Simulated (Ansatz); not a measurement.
The first iterations of a band of AlH5OS (8 atoms, charge 0, multiplicity 1).

Level of theory: Ansatz, RKS B3LYP/def2-SVP.

* movable images: 5
* climbing image: yes
* spring: 5.0 eV/Å²
* optimiser: quadratic models (default)
* start path: through a guess of the saddle point
* force threshold: 0.05 eV/Å
* iteration limit: 60
* end points: relaxed

Image 0:

```xyz
8
Properties=species:S:1:pos:R:3
Al -0.026 0.027 0.245
O -0.231 -0.607 1.846
H -1.049 -1.026 2.129
H 1.472 0.071 -0.274
H -1.280 0.045 -0.733
S -0.044 2.599 1.098
H 1.300 2.674 1.238
H -0.211 2.090 2.342
```

Image 6:

```xyz
8
Properties=species:S:1:pos:R:3
Al 0.085 0.512 0.137
O -0.275 -0.138 2.026
H -1.069 -0.670 2.195
H 1.520 -0.056 -0.215
H -1.244 0.021 -0.583
S -0.013 2.671 0.823
H 1.318 2.807 1.031
H -0.391 0.726 2.476
```

| iteration | highest image above the first end (eV) | largest band force component (eV/Å) |
| --- | --- | --- |
| 1 | 1.870 | 5.932 |
| 2 | 0.837 | 2.461 |
| 3 | 0.427 | 1.118 |
| 4 | 0.276 | 0.926 |

Does the band converge within its limit, and where does its top end?

The forces met the threshold. It ended after 12 iterations with the highest image 0.195 eV above the first end. A vibrational analysis at the climbing image gives one clearly imaginary mode, 849i cm⁻¹: a first-order saddle point. The orbitals stay closed-shell, which can raise the energy where a bond breaks towards radicals; this wasn't checked here.

The run took 2.7 min on 1 thread of Arm Neoverse V1, with other jobs on the host, peak memory 0.16 GiB.
